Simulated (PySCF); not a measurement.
NMR data simulated for an unnamed compound:

¹H NMR (300 MHz, computed): δ 6.08 (m, 1H), 5.19 (m, 1H), 5.18 (m, 1H), 1.01 (s, 9H).

¹³C{¹H} NMR (computed): δ 159.3 (CH), 116.5 (CH2), 34.7 (C), 30.3 (CH3).

PySCF 2.14 calculation with couplings computed with B3LYP/pcJ-1 (without the spin–dipole term), NMR shieldings at PBE0/pcSseg-1/GIAO and PBE0-D3(BJ)/def2-SVP structure; non-relativistic, no solvent, rapidly exchanging positions averaged, single conformer.

References, each an isolated molecule treated in the same way: ¹H and ¹³C vs TMS.

**Question.** Which of these does the molecule contain: a nitrile, a non-aromatic C=C double bond, a Si–H bond, a (CH3)2CH unit, a tert-butyl group, a vinyl group CH=CH2?

**Answer.** 
- A nitrile: no.
- A non-aromatic C=C double bond: yes.
- A Si–H bond: no.
- A (CH3)2CH unit: no.
- A tert-butyl group: yes (δC 30.3, 34.7; δH 1.01 (s)).
- A vinyl group CH=CH2: yes (δC 116.5, 159.3; δH 5.18 (m), 5.19 (m), 6.08 (m)).

The data belong to 3,3-dimethyl-1-butene (SMILES CC(C=C)(C)C); they needn't prove each group on their own.

Carbon signals by region: 2 in the sp2 and nitrile region (100–160 ppm), 2 below 50 ppm.

Multiplet labels drop couplings under 1 Hz and merge nearly equal ones. Unscaled 3J(H,H) at this level run about 10 % above measured values. Shifts are as computed. Against solution values, carbons near 30 ppm lie about +2 ppm off and those near 130 ppm about +5 ppm. Of 1211 compounds with measured shifts, 218 miss one by over three times the rms of a fit or turn the order of signals round; such compounds aren't used in these exercises.
